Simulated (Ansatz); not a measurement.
# Body-centred tetragonal In

These are r²SCAN (PAW; Ansatz, a program for electronic structure) values and carry that method's errors.

Settings: plane-wave cutoff 560 eV, 24×24×24 k mesh, Fermi–Dirac smearing 0.05 eV, scalar-relativistic PAW data made under PBE.

Cell (relaxed at this level):

```yaml
crystal:
  lattice:
    - [-1.62315, 1.62315, 2.49313]
    - [1.62315, -1.62315, 2.49313]
    - [1.62315, 1.62315, -2.49313]
  atoms:
    - { symbol: In, position: [0.00000, 0.00000, 0.00000] }
```

```json
{
 "bulk modulus B0": "42.3 GPa",
 "band_gap": "zero (no gap)",
 "pressure derivative B′ of the bulk modulus": "5.1"
}
```

Measured, for comparison: bulk modulus 44.7 GPa (copied from a table, unchecked, extrapolated to 0 K and zero-point effects removed; as tabulated in Lejaeghere et al. (2013), arXiv:1204.2733). Computed (rounded) less measured: bulk modulus not scored (unchecked).

Note: the bulk modulus comes from volumes at which shape and atoms were relaxed.

Spin–orbit coupling is not included.

The computed numbers hold no vibrational or temperature effects.
